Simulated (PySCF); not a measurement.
Species: PH3.
Atom-mapped SMILES: `[PH3:1]` (hydrogens: H2, H3, H4 on P1)

Geometry (PBE0-D3(BJ)/def2-TZVP, Å), atoms numbered from 1 in this order:
```xyz
4
PH3 angstrom
P      0.0237   -0.0407    0.4840
H     -0.5985    1.0183   -0.2283
H      1.1899   -0.0016   -0.3247
H     -0.5897   -1.0409   -0.3153
```

Level of theory: TDDFT CAM-B3LYP/aug-cc-pVTZ, vertical, gas phase, core orbitals frozen in the response in PySCF 2.14.0, density-fitted response routines. Isolated species at its PBE0-D3(BJ)/def2-TZVP geometry, gas phase.

Ground-to-excited transition dipoles (e·a0, same axes as the geometry; the sign carries no meaning), for the states with f of 0.002 or more among the lowest 9:

```csv
state,E (hartree),μx,μy,μz
S1,0.2428,0.026,-0.037,0.869
S2,0.2627,-0.277,0.579,0.033
S3,0.2627,0.580,0.278,-0.006
S4,0.2914,-0.133,0.068,0.007
S5,0.2914,0.068,0.133,0.004
S6,0.3068,0.006,-0.008,0.185
S7,0.3412,0.003,-0.005,0.099
S8,0.3441,0.284,-0.208,-0.017
S9,0.3441,-0.209,-0.284,-0.006
```

(1) What oscillator strength does each state have?

(2) Label these states by symmetry in C3v.

Results:

(1) f = (2/3) ΔE |μ|² with ΔE in hartree (27.2114 eV).

```tsv
state	|μ|² (au)	|μ| (D)	f
S1	0.758	2.21	0.123
S2	0.413	1.63	0.072
S3	0.413	1.63	0.072
S4	0.022	0.38	0.004
S5	0.022	0.38	0.004
S6	0.034	0.47	0.007
S7	0.010	0.25	0.002
S8	0.124	0.90	0.028
S9	0.124	0.90	0.029
```

(2) From a totally symmetric ground state, an allowed state transforms like the component of the dipole operator along its μ. Polarised along the main axis, so A1: S1, S6 and S7. Polarised across the main axis, so E: S2, S3, S4, S5, S8 and S9.

S2/S3, S4/S5 and S8/S9 coincide within about 0.01 eV; within a degenerate level the directions of the single components are arbitrary.

Without π bonds the low states may be Rydberg-like; a valence basis with one diffuse set may place them up to an eV too high.
